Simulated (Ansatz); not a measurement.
# P, quartet: from triple and quadruple zeta to the limit

A free P atom.

Ansatz 0.2.0, UHF determinant, valence electrons correlated. Energies in eV.

```json
{"set": "def2-TZVPP", "X": "3", "functions": "42", "Hartree–Fock": "-9271.1877", "MP2 correlation": "-2.2628", "CCSD(T) correlation": "-2.8566", "time": "1.8 s on 1 × NVIDIA H100 80GB HBM3 with 1 thread of AMD EPYC 7R13 Processor (Zen 3), with other jobs on the host"}
{"set": "def2-QZVPP", "X": "4", "functions": "70", "Hartree–Fock": "-9271.4375", "MP2 correlation": "-2.4394", "CCSD(T) correlation": "-2.9933", "time": "2.4 s on 1 × NVIDIA H100 80GB HBM3 with 1 thread of AMD EPYC 7R13 Processor (Zen 3), on a shared host"}
```

Hartree–Fock is taken to follow E(X) = E∞ + A·exp(−7.88·√X), correlation E(X) = E∞ + B·X^−2.97.

Q: Work out the CCSD(T) energy at the limit, and how far the shortcut misses it that extrapolates MP2 and adds CCSD(T) minus MP2 from the smaller set.

A: Hartree–Fock: E∞ = E4 + 0.1377·(E4 − E3) = -9271.4719. Correlation: E∞ = E4 + 0.7407·(E4 − E3) = -3.0946 for CCSD(T) and -2.5702 for MP2. The limit is -9274.5665 eV, 0.136 eV below def2-QZVPP. The shortcut gives a correlation energy of -2.5702 + (-0.5938) = -3.1640, 69 meV lower than the direct value.

Past Ne part of the Hartree–Fock step between the two sets comes from the cores, which don't follow the formula, so the 34 meV that it adds to the total can overshoot; that part largely cancels in differences.
